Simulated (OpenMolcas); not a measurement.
**H2O (water): the vertical ionisation energy from total energies**

The species is H2O (3 atoms), meant as a singlet with charge 0. SMILES: `O`. The coordinates come from a PBE0-D4/def2-TZVP relaxation.

```xyz
3

O    -0.3027    0.2002   -0.1406
H     0.4665    0.5484    0.3153
H    -0.1638   -0.7486   -0.1747
```

Both states at this one shape; open shells run unrestricted unless said. 1 Eh = 27.2114 eV.

```tsv
level	program	singlet H2O (Eh)	doublet H2O+ (Eh)	HOMO of the first (eV)
HF/pcseg-0, open shells restricted	OpenMolcas	-75.774528	-75.368205	-13.50
r2SCAN/pcseg-0	OpenMolcas	-76.130328	-75.678467	-6.46
B3LYP/3-21G	OpenMolcas	-75.971785	-75.535890	-7.02
M06-2X/3-21G	OpenMolcas	-75.936960	-75.495642	-9.53
```

Question: Work out the vertical ionisation energy at each level.

Answer: 
1. HF/pcseg-0, open shells restricted: -75.368205 − (-75.774528) = 0.406323 Eh = 11.06 eV; −ε(HOMO) = 13.50 eV.
2. r2SCAN/pcseg-0: -75.678467 − (-76.130328) = 0.451861 Eh = 12.30 eV; −ε(HOMO) = 6.46 eV.
3. B3LYP/3-21G: -75.535890 − (-75.971785) = 0.435895 Eh = 11.86 eV; −ε(HOMO) = 7.02 eV.
4. M06-2X/3-21G: -75.495642 − (-75.936960) = 0.441318 Eh = 12.01 eV; −ε(HOMO) = 9.53 eV.

No measured value is set beside it here; the levels span 11.06 to 12.30 eV. In Hartree–Fock, −ε(HOMO) (Koopmans) exceeds the difference of totals by the orbital relaxation of the ion. In semi-local functionals −ε(HOMO) lies far under the ionisation energy, a result of self-interaction, while the difference of totals does much better. Hartree–Fock favours the state with fewer electron pairs, since it lacks pair correlation.
